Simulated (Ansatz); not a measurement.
**BSi2H (singlet): wave-function methods side by side, cc-pVDZ**

An exercise on one series of results from a longer session: the logs are not shown, and one member is left open.

Computed with Ansatz 0.2.0, Gaussian basis. Level: cc-pVDZ, core rule «outside noble gas», up to 11 orbitals frozen.

The runs, in order: UHF; CCSD(T) on RHF; CCSD(T) on UHF; BCCD(T) on RHF; CISD; CCSDT(Q) on RHF; CCSDT(Q) on UHF; CASSCF and MRCISD+Q, 8 electrons in 8 orbitals; CASSCF and MRCISD+Q(relaxed), 8 electrons in 8 orbitals; CASSCF and NEVPT2, 8 electrons in 8 orbitals.

25 further runs of the same task are left out: 9 that didn't finish, 16 set aside as unsound or not needed. Runs told in other sessions of the task aren't counted.

## The geometry

The geometry is a PBE0/def2-TZVP stationary point (not a proven minimum) of the parent state, kept for this charge and spin.

4 atoms, charge 0, spin multiplicity 1.

Atoms are counted from 1 here; the program's logs count them from 0.

Bond lengths: B1–Si2 1.951 Å, B1–Si3 1.944 Å, Si2–Si3 2.172 Å, Si2–H4 1.491 Å. Angles: Si2–B1–Si3 67.8°, B1–Si2–Si3 56.0°, B1–Si2–H4 129.0°, Si3–Si2–H4 175.1°, B1–Si3–Si2 56.3°.

Set-up of the first run:

Contents of in.yaml:

```yaml
crystal:
  periodic: [false, false, false]
  atoms:
    - {symbol: B, position_ang: [0.000000, -1.358854, -0.090412]}
    - {symbol: Si, position_ang: [0.000000, 0.218790, 1.056852]}
    - {symbol: Si, position_ang: [0.000000, 0.293674, -1.113422]}
    - {symbol: H, position_ang: [0.000000, 0.295418, 2.546020]}
basis:
  gaussian: {orbitals: cc-pVDZ}
magnetization: {spin_polarized: true, initial_magnetization: 0}
hamiltonian: {xc: hf}
output: {orbitals: {seedname: orbitals}}
```

The run is started by

```bash
$ ansatz run in.yaml --threads 1 --pin off --events-out ev --progress --plain --max-ram 2393MiB
```

Among the steps run: UHF; CCSD(T) on RHF; CCSD(T) on UHF; BCCD(T) on RHF; CISD; CCSDT(Q) on RHF; CCSDT(Q) on UHF; CASSCF and MRCISD+Q, 8 electrons in 8 orbitals; CASSCF and MRCISD+Q(relaxed), 8 electrons in 8 orbitals; CASSCF and NEVPT2, 8 electrons in 8 orbitals.

One table of the session follows, with a row left open; its other results are not shown here.

```
   method  from RCCSDT(Q) (kcal/mol)
      RHF                    +196.30
      UHF                          ?
     RMP2                     +35.10
     UMP2                     +35.69
     CISD                     +38.26
    RCCSD                     +15.38
    UCCSD                     +12.79
 RCCSD(T)                      +2.44
 UCCSD(T)                      +1.54
  BCCD(T)                      +2.35
   RCCSDT                      +1.57
   UCCSDT                      -0.58
RCCSDT(Q)                          0
UCCSDT(Q)                      -2.37
```

**Question.** Estimate the row for UHF.

**Answer.** from RCCSDT(Q) (kcal/mol): +181.49. In the column «from RCCSDT(Q) (kcal/mol)» it lies between CISD (+38.26) and RHF (+196.30).

Left out of the table: CASSCF frontier, NEVPT2 frontier, MRCISD frontier, MRCISD+Q frontier (the active space lost an orbital or holds another state than full CI finds).

Limits of these values: The determinant of CCSD(T) (⟨S²⟩ 0.99) is far from a pure spin state, so its energy mixes those of several spin states; high orders of coupled cluster remove much of that, low ones don't. The determinant of CCSDT(Q) (⟨S²⟩ 0.99) is far from a pure spin state, so its energy mixes those of several spin states; high orders of coupled cluster remove much of that, low ones don't. Left out of the table: MRCISD+Q(relaxed) frontier (another determinant or state than the rows shown). The program flags UCCSDT(Q) as in doubt, so read those rows with care; the flags are other amplitudes. Warnings: restricted reference is unstable; spin contamination; large T1 diagnostic. Restricted and unrestricted rows rest on different reference determinants; a gap between their highest levels can come from leftover correlation error, from unlike frozen cores or from another state. Warnings in the runs' records: passed over end.
